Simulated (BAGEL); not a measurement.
**NF3 (nitrogen trifluoride), step by step**

Aim: a single-point energy (HF/cc-pVDZ), then a single-point energy (NEVPT2(2,2)/cc-pVDZ), then the energy (CASPT2(2,2)/cc-pVDZ) of NF3 (nitrogen trifluoride). 

The calculation is run with BAGEL 1.2.2.

### 1 Starting point

The species is NF3 (4 atoms), meant as a singlet with charge 0. SMILES: `FN(F)F`. One bond was lengthened or shortened from a relaxed shape.

Bond lengths: F1–N2 1.360 Å, N2–F3 1.156 Å, N2–F4 1.360 Å. Angles: F1–N2–F3 102.1°, F1–N2–F4 102.1°, F3–N2–F4 102.1°.

### 2 The energy at HF/cc-pVDZ (density fitting with svp-jkfit) (run 1)

input.json reads:

```json
{ "bagel": [

{
  "title": "molecule",
  "basis": "cc-pvdz.json",
  "df_basis": "svp-jkfit",
  "angstrom": true,
  "geometry": [
    { "atom": "F", "xyz": [       0.465555,      -0.139511,       1.060032 ] },
    { "atom": "N", "xyz": [       0.204965,      -0.214001,      -0.273148 ] },
    { "atom": "F", "xyz": [      -0.636280,      -1.006490,      -0.312240 ] },
    { "atom": "F", "xyz": [      -0.479605,       0.940459,      -0.495338 ] }
  ]
},

{
  "title": "hf"
},

{
  "title": "print",
  "file": "orbitals.molden",
  "orbitals": true
}

]}
```

The basis set cc-pVDZ is read from a file made from the Basis Set Exchange's data (not shown).

On the command line:

```console
$ BAGEL_NUM_THREADS=1 BAGEL input.json > input.out
```

What it wrote:

```text
* using 1 threads per process

  ===============================================================
  ===============================================================

  *** Geometry ***

  { "atom" : "F", "xyz" : [      0.879771,     -0.263638,      2.003170 ] },
  { "atom" : "N", "xyz" : [      0.387328,     -0.404403,     -0.516175 ] },
  { "atom" : "F", "xyz" : [     -1.202395,     -1.901990,     -0.590048 ] },
  { "atom" : "F", "xyz" : [     -0.906322,      1.777210,     -0.936053 ] },

  Number of auxiliary basis functions:      308

  Since a DF basis is specified, we compute 2- and 3-index integrals:
    o Being stored without compression. Storage requirement is 0.008 GB

  Number of basis functions:       56
  Number of electrons      :       34

    * METHOD: MOLECULE                             0.08

  *** RHF ***

  === Nuclear Repulsion ===
   141.7911550749

      * DIIS with orbital gradients will be used.

  === RHF iteration (cc-pvdz.json) ===
      0       -352.30704290          0.02541647           0.02
      1       -352.42670167          0.01893226           0.02
      2       -352.52246774          0.00163198           0.02
      3       -352.52562354          0.00068363           0.02
      4       -352.52607631          0.00026665           0.02
      5       -352.52617723          0.00007329           0.02
      6       -352.52618379          0.00002434           0.02
      7       -352.52618438          0.00001263           0.02
      8       -352.52618451          0.00000586           0.02
      9       -352.52618453          0.00000201           0.02
     10       -352.52618454          0.00000079           0.02
     11       -352.52618454          0.00000032           0.02
     12       -352.52618454          0.00000014           0.02
     13       -352.52618454          0.00000004           0.02
     14       -352.52618454          0.00000002           0.02
     15       -352.52618454          0.00000001           0.02
    * SCF iteration converged.

    * Permanent dipole moment:
           (    0.074902,     0.348012,     0.196157) a.u.

    * METHOD: HF                                   0.33

    * METHOD: PRINT                                0.01

  ===============================================================
```

Wall time 0.54 s (1 thread of Arm Neoverse V1, shared host); peak memory 0.083 GiB.

### 3 A single-point energy at NEVPT2(2,2)/cc-pVDZ (density fitting with svp-jkfit) (run 2)

job.json reads:

```json
{ "bagel" : [

{
  "title" : "molecule",
  "basis" : "cc-pvdz.json",
  "df_basis" : "svp-jkfit",
  "angstrom" : "true",
  "geometry" : [
    { "atom" : "F", "xyz" : [    0.465555,   -0.139511,    1.060032 ] },
    { "atom" : "N", "xyz" : [    0.204965,   -0.214001,   -0.273148 ] },
    { "atom" : "F", "xyz" : [   -0.636280,   -1.006490,   -0.312240 ] },
    { "atom" : "F", "xyz" : [   -0.479605,    0.940459,   -0.495338 ] }
  ]
},
{
  "title" : "hf"
},
{
  "title" : "nevpt2",
  "nstate" : 1,
  "nact" : 2,
  "nclosed" : 16,
  "active" : [5, 20],
  "maxiter" : 200,
  "natocc" : "true",
  "ncore" : 4
},
{
  "title" : "print",
  "file" : "orbitals.molden",
  "orbitals" : "true"
}

]}
```

The basis set cc-pVDZ is read from a file made from the Basis Set Exchange's data (not shown).

On the command line:

```console
$ BAGEL_NUM_THREADS=1 BAGEL job.json > job.out
```

What it wrote:

```text
* using 1 threads per process

  ===============================================================
  ===============================================================

  *** Geometry ***

  { "atom" : "F", "xyz" : [      0.879771,     -0.263638,      2.003170 ] },
  { "atom" : "N", "xyz" : [      0.387328,     -0.404403,     -0.516175 ] },
  { "atom" : "F", "xyz" : [     -1.202395,     -1.901990,     -0.590048 ] },
  { "atom" : "F", "xyz" : [     -0.906322,      1.777210,     -0.936053 ] },

  Number of auxiliary basis functions:      308

  Since a DF basis is specified, we compute 2- and 3-index integrals:
    o Being stored without compression. Storage requirement is 0.008 GB

  Number of basis functions:       56
  Number of electrons      :       34

    * METHOD: MOLECULE                             0.07

  *** RHF ***

  === Nuclear Repulsion ===
   141.7911550749

      * DIIS with orbital gradients will be used.

  === RHF iteration (cc-pvdz.json) ===
      0       -352.30704290          0.02541647           0.02
      1       -352.42670167          0.01893226           0.02
      2       -352.52246774          0.00163198           0.02
      3       -352.52562354          0.00068363           0.02
      4       -352.52607631          0.00026665           0.02
      5       -352.52617723          0.00007329           0.02
      6       -352.52618379          0.00002434           0.02
      7       -352.52618438          0.00001263           0.02
      8       -352.52618451          0.00000586           0.02
      9       -352.52618453          0.00000201           0.02
     10       -352.52618454          0.00000079           0.02
     11       -352.52618454          0.00000032           0.02
     12       -352.52618454          0.00000014           0.02
     13       -352.52618454          0.00000004           0.02
     14       -352.52618454          0.00000002           0.02
     15       -352.52618454          0.00000001           0.02
    * SCF iteration converged.

    * Permanent dipole moment:
           (    0.074902,     0.348012,     0.196157) a.u.

    * METHOD: HF                                   0.33

    * freezing 4 orbitals
  ---------------------------
      CASSCF calculation
  ---------------------------

    ==== Active orbitals : =====
         Orbital 5
         Orbital 20
    ============================

    * nstate   :      1
    * nclosed  :     16
    * nact     :      2
    * nvirt    :     38
  === CASSCF iteration (cc-pvdz.json) ===

    * Using the second-order algorithm

      0  0      -352.52735846     2.98e-04      0.01

      1  0      -352.54275766     1.37e-03      0.08

      2  0      -352.54782393     6.24e-04      0.10

      3  0      -352.54837840     2.43e-04      0.10

      4  0      -352.54840735     9.17e-05      0.10

      5  0      -352.54840833     3.08e-05      0.11

      6  0      -352.54840839     9.86e-06      0.10

      7  0      -352.54840840     3.08e-06      0.11

      8  0      -352.54840840     9.53e-07      0.11

      9  0      -352.54840840     2.94e-07      0.10

     10  0      -352.54840840     9.05e-08      0.09

     11  0      -352.54840840     2.79e-08      0.09

     12  0      -352.54840840     8.56e-09      0.08

    * Second-order optimization converged. *

     guess   0:   closed 1.                   open ..

  === FCI iteration ===

      0  0      -352.52598174     1.26e-01      0.00
      1  0      -352.54838796     2.90e-03      0.00
      2  0 *    -352.54840840     1.80e-15      0.00

     * ci vector, state   0, <S^2> = 0.0000
       2.     0.9960799864
       .2    -0.0884571123

  === DF-NEVPT2 calculation ===

    * 3-index integral transformation done
    * assembly done

      NEVPT2 correlation energy:   -0.6923055196      0.07

          (+0)     -0.5714146710
          (+0)'    -0.0534763073
          (+1)     -0.0162656930
          (+1)'    -0.0000000000
          (+2)     -0.0011387304
          (-1)     -0.0447209670
          (-1)'     0.0000000000
          (-2)     -0.0052891507

      NEVPT2 total energy:       -353.2407139157

    * METHOD: NEVPT2                               1.33

    * METHOD: PRINT                                0.01

  ===============================================================
```

Wall time 1.9 s (1 thread of Arm Neoverse V1, shared host); peak memory 0.14 GiB.

### 4 A single-point energy at CASPT2(2,2)/cc-pVDZ (density fitting with svp-jkfit) (run 3)

input.json reads:

```json
{ "bagel" : [

{
  "title" : "molecule",
  "basis" : "cc-pvdz.json",
  "df_basis" : "svp-jkfit",
  "angstrom" : "true",
  "geometry" : [
    { "atom" : "F", "xyz" : [    0.465555,   -0.139511,    1.060032 ] },
    { "atom" : "N", "xyz" : [    0.204965,   -0.214001,   -0.273148 ] },
    { "atom" : "F", "xyz" : [   -0.636280,   -1.006490,   -0.312240 ] },
    { "atom" : "F", "xyz" : [   -0.479605,    0.940459,   -0.495338 ] }
  ]
},
{
  "title" : "hf"
},
{
  "title" : "casscf",
  "nstate" : 1,
  "nact" : 2,
  "nclosed" : 16,
  "active" : [5, 20],
  "maxiter" : 200,
  "natocc" : "true"
},
{
  "title" : "print",
  "file" : "orbitals.molden",
  "orbitals" : "true"
},
{
  "title" : "smith",
  "method" : "caspt2",
  "ms" : "true",
  "xms" : "true",
  "sssr" : "true",
  "shift" : 0.2,
  "shift_imag" : "true",
  "ncore" : 4
}

]}
```

The basis set cc-pVDZ is read from a file made from the Basis Set Exchange's data (not shown).

On the command line:

```console
$ BAGEL_NUM_THREADS=1 BAGEL input.json > input.out
```

What it wrote:

```text
* using 1 threads per process

  ===============================================================
  ===============================================================

  *** Geometry ***

  { "atom" : "F", "xyz" : [      0.879771,     -0.263638,      2.003170 ] },
  { "atom" : "N", "xyz" : [      0.387328,     -0.404403,     -0.516175 ] },
  { "atom" : "F", "xyz" : [     -1.202395,     -1.901990,     -0.590048 ] },
  { "atom" : "F", "xyz" : [     -0.906322,      1.777210,     -0.936053 ] },

  Number of auxiliary basis functions:      308

  Since a DF basis is specified, we compute 2- and 3-index integrals:
    o Being stored without compression. Storage requirement is 0.008 GB

  Number of basis functions:       56
  Number of electrons      :       34

    * METHOD: MOLECULE                             0.08

  *** RHF ***

  === Nuclear Repulsion ===
   141.7911550749

      * DIIS with orbital gradients will be used.

[... 6 lines left out ...]
    * SCF iteration converged.
[... 1 line left out ...]
    * Permanent dipole moment:
[... 27 lines left out ...]
    * Second-order optimization converged. *
[... 9 lines left out ...]
     * ci vector, state   0, <S^2> = 0.0000
[... 16 lines left out ...]
    * Zeroth order energy : state  0       -2.3043302840
[... 4 lines left out ...]
       #      aibj      arbs      arbi      airj      risj      airs      arst      rist         Etot      error   time
[... 2 lines left out ...]
       0  -0.57270  -0.00600  -0.04557  -0.01764  -0.00156  -0.04753  -0.00000  -0.00000   -0.6909959  0.0043439   0.04
       1  -0.57333  -0.00610  -0.04603  -0.01805  -0.00168  -0.04895  -0.00000  -0.00000   -0.6941397  0.0007787   0.04
       2  -0.57342  -0.00611  -0.04600  -0.01807  -0.00168  -0.04900  -0.00000  -0.00000   -0.6942943  0.0001539   0.04
       3  -0.57342  -0.00611  -0.04599  -0.01806  -0.00169  -0.04903  -0.00000  -0.00000   -0.6942984  0.0000341   0.04
       4  -0.57342  -0.00611  -0.04599  -0.01806  -0.00169  -0.04903  -0.00000  -0.00000   -0.6942987  0.0000083   0.04
       5  -0.57342  -0.00611  -0.04599  -0.01806  -0.00169  -0.04902   0.00000   0.00000   -0.6942987  0.0000018   0.04
       6  -0.57342  -0.00611  -0.04599  -0.01806  -0.00169  -0.04902   0.00000  -0.00000   -0.6942987  0.0000004   0.04

      ------------------------------------------------------------------------------------------------------------------

    * CASPT2 energy : state  0     -353.2442586778
        w/o shift correction       -353.2427070695
        reference weight              0.8691002035

    * METHOD: SMITH                                0.36

  ===============================================================
```

Wall time 2.2 s (1 thread of Arm Neoverse V1, shared host); peak memory 0.14 GiB.

### 5 Outcome

```
                                quantity          value
         run 1, HF/cc-pVDZ: total energy  -352.52618 Eh
        run 1, HF/cc-pVDZ: dipole moment         1.03 D
          run 1, HF/cc-pVDZ: HOMO energy      -14.32 eV
          run 1, HF/cc-pVDZ: LUMO energy        7.53 eV
        run 1, HF/cc-pVDZ: HOMO–LUMO gap       21.85 eV
run 2, NEVPT2(2,2)/cc-pVDZ: total energy  -353.24071 Eh
run 3, CASPT2(2,2)/cc-pVDZ: total energy  -353.24426 Eh
```
